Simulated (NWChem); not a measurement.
# The standard entropy of SiH3OF (SMILES O[SiH2]F) from a frequency calculation

A singlet with charge 0, relaxed at HF/6-31G* (spherical functions) (NWChem 7.3.0):

```xyz
6

O    -0.4353    1.3465   -0.0488
Si    0.4607   -0.0156    0.0012
F    -0.4857   -1.2968   -0.0098
H    -1.0110    1.5633    0.6712
H     1.2909   -0.0291   -1.2008
H     1.2499   -0.0942    1.2371
```

Harmonic wavenumbers in cm⁻¹: 227, 373, 708, 835, 898, 945, 981, 1076, 1079, 2430, 2477, 4126.

Masses in u: O 15.999, Si 28.085, F 18.998, H 1.008. Take T = 298.15 K, p = 1 bar, R = 8.3145 J/(mol K), kT/hc = 207.22 cm⁻¹, rigid rotor and harmonic oscillator.

Task: Work out S° at 298 K.

Result: 
1. Translation (Sackur–Tetrode): S = R[3/2 ln M + 5/2 ln T − 1.1517] with M = 66.106 gives 161.1 J/(mol K).
2. Rotation: principal moments 21.196, 66.863, 81.090 u Å² give A, B, C = 0.7953, 0.2521, 0.2079 cm⁻¹; the symmetry number is σ = 1; q = (√π/σ)√((kT/hc)³/ABC) = 25897; S = R(ln q + 3/2) = 97.0.
3. Vibration: with u = ν̃/207.22, each mode gives R[u/(eᵘ − 1) − ln(1 − e⁻ᵘ)]; the sum is 16.5, most from 227 cm⁻¹ (8.0), 373 cm⁻¹ (4.5), 708 cm⁻¹ (1.2).
4. Spin and the two mirror images of this shape: R ln 2 = 5.8.
5. Sum: 161.1 + 97.0 + 16.5 + 5.8 = 280.4 J/(mol K).

No measured value is set beside it here. Where a soft mode is a torsion, a harmonic oscillator describes it poorly.
